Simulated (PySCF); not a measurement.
Geometry:
```csv
atom,x (Å),y (Å),z (Å)
C1,1.105,-0.782,2.145
C2,1.147,-0.198,1.097
O3,1.221,0.442,-0.021
C4,0.243,0.053,-1.014
C5,-1.147,0.481,-0.625
H6,1.082,-1.292,3.076
H7,0.311,-1.029,-1.150
H8,0.582,0.547,-1.924
H9,-1.448,0.008,0.312
H10,-1.854,0.181,-1.402
H11,-1.202,1.564,-0.506
```

Geometry: PBE0-D3(BJ)/def2-TZVP; GIAO absolute shieldings from PySCF 2.14, gas phase, non-relativistic, averaged over equivalent atoms.

At B97-2/pcSseg-2 (264 basis functions, 25 s wall time on 1 thread of an Intel Xeon Platinum 8488C, shared host):
```
     atoms  σ (ppm)
        C2     92.3
        C4    108.3
        C1    157.2
        C5    170.2
        O3    273.3
     H7/H8    27.73
H9/H10/H11    30.24
        H6    30.57
```

Estimate the result of repeating the calculation with PBE0/pcSseg-2.

Answers


| atoms | σ at PBE0/pcSseg-2 | change |
| --- | --- | --- |
| C2 | 90.4 | -1.9 |
| C4 | 108.6 | +0.3 |
| C1 | 155.7 | -1.5 |
| C5 | 171.2 | +1.0 |
| O3 | 274.4 | +1.1 |
| H7/H8 | 27.62 | -0.11 |
| H9/H10/H11 | 30.13 | -0.11 |
| H6 | 30.44 | -0.13 |

The largest change is at C2 (alkyne carbon). Cost: 264 basis functions, 27 s wall time on 1 thread of an Intel Xeon Platinum 8488C, shared host. The order of the carbon signals is the same at both levels.
